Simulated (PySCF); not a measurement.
## An isoelectronic set: 14 electrons

CCSD(T) in PySCF with def2-TZVPPD on every atom, for the lowest determinant that a PBE0 search found; no spin–orbit coupling. All have 14 electrons, 10 of them in the valence shells, and the same state, a singlet (closed shell). For ions De leads to the atom and ion picked by measured ionisation energies and electron affinities.

```
species  difference of nuclear charges  Re (Å)  ωe (cm⁻¹)  k (mdyn/Å)  De (eV)  dissociates to
    CN⁻                              1   1.183       2064        16.2      n/a          C⁻ + N
    BO⁻                              3   1.246       1693        11.0      n/a          B + O⁻
     N2                              0   1.103       2347        22.7     9.42           N + N
     CO                              2   1.135       2150        18.7    10.91           C + O
     BF                              4   1.274       1386        7.89     7.69           B + F
    NO⁺                              1   1.068       2362        24.5    10.48          N + O⁺
    CF⁺                              3   1.162       1774        13.6     7.70          C⁺ + F
```

Task: Which member of the whole set has the stiffest bond, and how does it compare with the softest?

Result: NO⁺ with k = 24.5 mdyn/Å, 3.1 times that of BF.

Correlated steps freeze 2 core orbitals. For an ion De counts to the pair picked by the measured ionisation energies or electron affinities, which need not be the lowest pair at this level. Where the molecule has an RHF reference, its open-shell atoms are computed with UHF. The CCSD T1 diagnostic is raised in CF⁺, a sign that a single reference may not be enough there.
